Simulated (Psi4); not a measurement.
This Psi4 input (PBE/def2-TZVPPD) gives -331.00880 Eh with 187 basis functions.

```
memory 8100 MB

molecule {
0 1
C     0.00340141   -0.00638779   -1.24205632
Si   -0.00173623    0.00326060    0.63399891
H     0.01183572   -1.02821844   -1.62563804
H    -0.88242631    0.49513333   -1.63592148
H     0.88398944    0.50792232   -1.63114986
H    -0.01319887    1.39426270    1.14918674
H    -1.20047879   -0.69691575    1.15669009
H     1.20417751   -0.67950585    1.16318579
}

set {
  basis def2-tzvppd
  scf_type df
}

energy('pbe')
print_variables()
```

Change:
```diff
- basis def2-tzvppd
+ basis 6-311+g**
```

Task: What does the run give now?

Result: -331.00078 Eh (PBE/6-311+G**, 88 functions), a change of +8.02 mEh.
